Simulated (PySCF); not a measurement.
Gas-phase reaction: Si + 2 SiCl3 + 2 H2O → 2 SiCl3OH + SiH2

Method: PySCF energies (xtb for GFN2) plus ideal-gas RRHO corrections (1 bar). † marks an energy on the PBE0/def2-TZVP geometry and frequencies; other levels use their own. MP2 freezes the core. 6-31G* has spherical d functions here. Open shells (unrestricted): Si (multiplicity 3, electronic degeneracy 9), SiCl3 (multiplicity 2); the rest are closed-shell singlets. GFN2 has no spin-polarisation term. Spin-orbit splitting is ignored; it lowers the true energy and changes the entropy of Si. B3LYP is the form with VWN-RPA correlation. SiCl3OH: computed as isolated molecules; such fragments, hydroxides, amides, oligomers or adducts are transient or little studied in the gas. MP2 isn't extrapolated to the basis-set limit; its ΔH°(298 K) is -691.5 kJ in def2-SVP and -717.6 kJ in def2-TZVPP. The harmonic model lacks anharmonicity and excited electronic states, which grow with temperature; levels with a mode under 35 cm⁻¹ are left out. Internal rotation in SiCl3OH is treated as a harmonic vibration of one conformer, which makes the entropy rough.

```
level            ΔE electronic, kJ  ΔH°(298 K), kJ  ΔS°(298 K), J/K  ΔG°(1400 K), kJ
---------------  -----------------  --------------  ---------------  ---------------
B3LYP/6-31G*                  -683            -695             -277             -323
GFN2-xTB                      -813            -823             -272             -459
HF/6-31G*                     -571            -584             -278             -210
MP2/def2-TZVPP†               -705            -718             -274             -350
PBE0/def2-QZVP†               -655            -668             -274             -300
```
ΔH° is lowest at GFN2-xTB and highest at HF/6-31G*. No reference value is set beside these.
